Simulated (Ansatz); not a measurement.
Two structures of AlH3O2, singlet, reached by relaxing down either side of one saddle point (PBE0-D4/def2-TZVP). Energies are electronic, without zero-point energy. Program: Ansatz 0.2.0. Basis: def2-TZVPP and def2-QZVPP. Cores are frozen in the correlated methods. Extrapolation: Hartree–Fock as exp(−7.88 √X), correlation as X^−2.97. First:

| atom | x (Å) | y (Å) | z (Å) |
| --- | --- | --- | --- |
| Al1 | -0.1278 | -0.3478 | -0.2091 |
| O2 | 1.2906 | 0.2560 | 0.4940 |
| H3 | -0.1999 | -1.7452 | -0.9242 |
| O4 | -1.5266 | 0.5950 | -0.1379 |
| H5 | 2.1233 | -0.2121 | 0.4976 |
| H6 | -1.5598 | 1.4541 | 0.2797 |

Second:

Al1  (-1.245, -0.683, -0.267)
O2  (0.883, -0.869, 0.211)
H3  (1.505, -1.224, -0.431)
O4  (-0.765, 0.970, 0.097)
H5  (0.995, 0.097, 0.259)
H6  (-1.373, 1.708, 0.131)
(Å)

Question: Which bonds change from the first to the second?

Answer: AlH₃O₂ ([OH][AlH][OH]) → AlHO ([OH][Al]) + H₂O (still joined by a long Al–O bond); bonds formed: O2–H3; bonds broken: Al1–H3; bonds weakened to dative contacts: Al1–O2.

Question: Give the saddle point's structure and its height above each. (Judge from chemistry; the value comes from the calculation.)

Answer: The calculation gives: 73.50 kcal/mol above the first and 34.16 kcal/mol above the second (CCSD(T) at an estimated basis limit (MP2 extrapolated from triple and quadruple zeta, plus CCSD(T) − MP2 in triple zeta)).
```
6
angstrom
Al -0.6667 -0.5117 -0.2879
O 1.0640 -0.5414 0.3299
H 0.7031 -1.5261 -0.4870
O -1.5895 0.9003 -0.1275
H 1.8711 -0.0159 0.2102
H -1.3821 1.6948 0.3624
```

No T1 diagnostic of these runs exceeds 0.018. The restricted Hartree–Fock reference is unstable towards an unrestricted one at one or more of these structures.

Labels in which every atom is bracketed show which atoms are joined, not bond orders.

For scale, one of the runs: CCSD(T)/def2-TZVPP, 146 basis functions, launched by `ansatz run in.yaml --threads 2 --pin off --events-out ev --progress --plain --max-ram 4352MiB`. Time: 16 s of wall clock on 2 CPU threads of an Intel Xeon Platinum 8259CL; the host was shared. Peak host memory: 0.91 GiB.
